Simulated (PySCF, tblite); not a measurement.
# acetylene and chloride

A gas-phase complex of acetylene and chloride; charge -1, singlet. The structure comes from a short search (6 tight-binding starts) and was relaxed by PBE0-D3(BJ)/def2-TZVPD; another way of binding may lie lower. Frequencies by PBE0-D3(BJ)/def2-TZVPD show no clear imaginary mode.

```json
{"part": "1", "name": "acetylene", "SMILES": "C#C", "atoms": "1–4", "charge": "0", "multiplicity": "1"}
{"part": "2", "name": "chloride", "SMILES": "[Cl-]", "atoms": "5", "charge": "-1", "multiplicity": "1"}
```

```csv
atom,part,x (Å),y (Å),z (Å)
C1,1,0.398,-0.090,0.329
C2,1,-0.680,-0.009,-0.199
H3,1,1.383,-0.162,0.813
H4,1,-1.634,0.058,-0.666
Cl5,2,3.365,-0.311,1.787
```

| contact | kind (by geometry) | distance (Å) | angle (°) |
| --- | --- | --- | --- |
| H3···Cl5 | C–H hydrogen bond | 2.213 | 180 |

Interaction energies are complex less parts, with the parts frozen as they stand in it; counterpoise-corrected, in kcal/mol (PySCF). The CCSD(T) estimate is Hartree-Fock/aug-cc-pVQZ, plus the MP2 correlation part extrapolated as X⁻³ from aug-cc-pVTZ and aug-cc-pVQZ, plus CCSD(T) less MP2 in aug-cc-pVDZ; noble-gas cores are frozen. It isn't the exact limit.

(1) Give the interaction energy at each level run.

(2) What holds them together? Decompose the wB97M-D3(BJ)/def2-TZVPD energy: frozen parts, their antisymmetrised product, then relaxation.

The parts were also relaxed and run alone, at the levels used for the complex: vibrations by PBE0-D3(BJ)/def2-TZVPD; shieldings by PBE0/aug-pcSseg-2; core levels by delta-SCF with SCAN, aug-pcX-2 on the ionised atom and aug-pcseg-1 elsewhere, spin-free X2C (2p3/2 is the spin-free 2p value less a third of a first-order spin-orbit splitting).

(3) How do these values change when the complex forms?

(4) What are the binding energy from relaxed parts (wB97M-D3(BJ)/def2-TZVPD), and ΔH and ΔG of association at 298.15 K and 1 atm?

## Answers

(1) 
```tsv
level	interaction	superposition error removed
Hartree-Fock/aug-cc-pVQZ	-8.81	-
wB97M-D3(BJ)/def2-TZVPD	-10.87	-0.09
PBE0-D3(BJ)/def2-TZVPD	-11.91	-0.10
MP2/aug-cc-pVQZ	-11.18	-0.43
CCSD(T), estimated basis limit	-10.99	-
```

(2) electrostatic -14.1, Pauli repulsion +13.9, orbital relaxation -10.0, dispersion correction -0.7 kcal/mol, which sum to the value before the counterpoise correction; the Pauli term holds the exchange-correlation of the frozen density too. Of the attraction, 57 % is electrostatic, 40 % is orbital relaxation, 3 % is dispersion correction.

(3) 
```tsv
property	alone	in the complex	change
C1–H3 bond (Å)	1.065	1.100	+0.035
stretch carried by H3 (cm⁻¹, harmonic)	3427, 3528	2991	-487 from the mean
its infrared intensity (km/mol)	93, 0	1093	
shielding of H3 (ppm)	30.23	22.63	-7.59
shielding of Cl5 (ppm)	1149.3	1038.0	-111.2
shielding of C1 (ppm)	108.6	88.2	-20.4
C2 1s core level (eV)	291.17	286.60	-4.58
Cl5 2p3/2 core level (eV)	196.90	197.52	+0.61
```

The core-hole state of C2 is spin-contaminated (⟨S²⟩ 0.86 against 0.75 for a pure doublet), so that value and differences from it are less sure.

Density functionals tend to overstate the lengthening and the red shift of so strongly bound an X–H bond.

(4) -10.20 kcal/mol, -9.86 with zero-point energy; ΔH -10.2 and ΔG -4.4 kcal/mol, from harmonic vibrations by PBE0-D3(BJ)/def2-TZVPD with low modes damped.
